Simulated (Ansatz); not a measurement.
# CH5FN− (built from SMILES CF.[NH2-]): search for a transition state

Wanted: the transition state of a SN2 substitution (form C2–N3 and break F1–C2). The guess is relaxed with those distances held, a saddle search follows, and vibrations and two downhill relaxations check it.

Method: PBE0-D4, def2-SVPD first, then def2-TZVPD; program: Ansatz 0.2.0, Gaussian basis.

77 further runs of the same task are left out: 1 that didn't finish, 76 set aside as unsound or not needed.

### Step 1. Where the work starts

The guess: 8 atoms, charge -1, spin multiplicity 1.

Atoms are counted from 1 here; the program's logs count them from 0.

Bond lengths: C2–H4 1.082 Å, C2–H5 1.082 Å, C2–H6 1.092 Å, N3–H7 1.036 Å, N3–H8 1.035 Å. Angles: H4–C2–H5 112.1°, H4–C2–H6 111.7°, H5–C2–H6 111.2°, H7–N3–H8 102.5°.

As a file:

```xyz
8
charge -1, multiplicity 1
F    -1.35760   -1.49230    1.39870
C    -0.52650   -0.46210    0.54800
N     0.90890    0.49010   -1.24570
H     0.19450   -0.10660    1.27160
H    -1.27160    0.28640    0.31480
H    -0.04060   -0.83160   -0.35700
H     1.71410    0.73790   -0.64270
H     0.37890    1.37810   -1.28770
```

Distances that are to change: C2–N3 2.49 Å, F1–C2 1.57 Å.

### Step 2. Relaxing the guess with the reacting distances held

The input, hold/in.yaml:

```yaml
crystal:
  periodic: [false, false, false]
  atoms:
    - {symbol: F, position_ang: [-1.357600, -1.492300, 1.398700]}
    - {symbol: C, position_ang: [-0.526500, -0.462100, 0.548000]}
    - {symbol: N, position_ang: [0.908900, 0.490100, -1.245700]}
    - {symbol: H, position_ang: [0.194500, -0.106600, 1.271600]}
    - {symbol: H, position_ang: [-1.271600, 0.286400, 0.314800]}
    - {symbol: H, position_ang: [-0.040600, -0.831600, -0.357000]}
    - {symbol: H, position_ang: [1.714100, 0.737900, -0.642700]}
    - {symbol: H, position_ang: [0.378900, 1.378100, -1.287700]}
basis:
  gaussian: {orbitals: def2-SVPD}
total_charge: -1
hamiltonian: {xc: pbe0, dispersion: d4}
relax: {f_tol: 0.04, max_steps: 150, escape_saddle: false, constraints: [{distance: [1, 2]}, {distance: [0, 1]}]}
```

Run with:

```console
> ansatz run in.yaml --threads 2 --pin off --events-out ev --progress --plain --max-ram 4352MiB
```

After this run come: Force constants to start from; Saddle search in the small basis; Saddle search in triple zeta; Checking the order of the point; Relaxing after a step of 0.30 Å one way along the mode; Relaxing after a step of 0.30 Å the other way along the mode.

Before running it: what results should come out? Wanted: imaginary mode; barrier from the start side; barrier from the end side; energy of the step; pairs that change; zero-point energy at the saddle.

As calculated:

```
                       quantity                       value
                 imaginary mode                   511i cm⁻¹
    barrier from the start side                 24.3 kJ/mol
      barrier from the end side                227.5 kJ/mol
             energy of the step               -203.2 kJ/mol
              pairs that change  C2–N3 formed, F1–C2 broken
zero-point energy at the saddle                    1.632 eV
```

One imaginary mode, 511i cm⁻¹, makes this a first-order saddle. Going downhill both ways gives the intended start and end. At PBE0-D4/def2-TZVPD the electronic barrier is 24.3 kJ/mol, about 10 kT at 298 K, and the step runs 203.2 kJ/mol downhill. These are plain relaxations, not an intrinsic reaction coordinate.
